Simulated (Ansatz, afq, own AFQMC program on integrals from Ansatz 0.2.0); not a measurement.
**Where AFQMC and coupled cluster stand for GeH$_{4}$Cl, doublet**

```csv
atom,x (Å),y (Å),z (Å)
Ge,-1.0522,0.0000,0.0000
H,-1.5636,1.4466,0.0000
H,-1.5636,-0.7233,1.2528
H,-1.5636,-0.7233,-1.2528
H,0.6078,0.0000,0.0000
Cl,2.2718,0.0000,0.0000
```

Connectivity, by distances: GeH3 ··· Cl, 1 bridging H.

Basis cc-pVTZ. Only valence electrons are correlated. Integrals, coupled cluster, full CI and functionals: Ansatz 0.2.0; the random walks run on the same integrals in our own AFQMC program. ph-AFQMC/CISD is guided by a CISD state made of CCSD amplitudes; releasing the constraint for a short imaginary time cuts its bias at the price of noise, slowly where states lie close. ± is one standard error of the sampling. No spin–orbit coupling.

Determinant: UHF, the one that the program's search chose, which needn't be the lowest solution. The geometry is a point of a scan.

No full CI on the walks' own integrals is used here. The released AFQMC energy serves as the reference, which it does only where one determinant dominates, the energy is flat over the last release times and near the phaseless one (40 meV or 2 meV an electron, half that with transition metals). On small molecules, where full CI could be run and the noise was under 10 meV, such values lay within 10 meV of it in 19 cases of 20, a flattering rate, since the rule was set on those same cases; what remains of the bias isn't in the error bar.

Cautions: no relativity below Rb; no spin-orbit coupling; inner d shell frozen; the released value is read at 1.50 1/Eh (meV from the phaseless value at times in 1/Eh: 8 ± 7 at 0.24, 8 ± 9 at 0.51, -11 ± 9 at 0.99, -7 ± 10 at 1.50).

The T1 diagnostic is 0.0155, the weight of the determinant in the CISD state is 0.846 and the ⟨S²⟩ of the determinant is 0.781. The size of the correlated space is 15 electrons in 114 orbitals.

Reference: AFQMC with the constraint released, correlation energy -10.371 ± 0.010 eV.

```json
{"level": "HF", "E − E(reference) (kJ/mol)": "1000.6 ± 1.0", "share of correlation (%)": "0.00"}
{"level": "MP2", "E − E(reference) (kJ/mol)": "162.4 ± 1.0", "share of correlation (%)": "83.77"}
{"level": "CCSD", "E − E(reference) (kJ/mol)": "37.9 ± 1.0", "share of correlation (%)": "96.21"}
{"level": "CCSD(T)", "E − E(reference) (kJ/mol)": "5.9 ± 1.0", "share of correlation (%)": "99.41"}
{"level": "ph-AFQMC/CISD", "E − E(reference) (kJ/mol)": "0.7 ± 1.1", "share of correlation (%)": "99.93"}
```

A walk keeps the symmetry of its determinant, which the program's search chose and which needn't be the lowest solution, so a lower state of the same spin and another symmetry isn't excluded. Released energies are given only where the last usable release times agree within the noise; a slower fall can still hide under it.
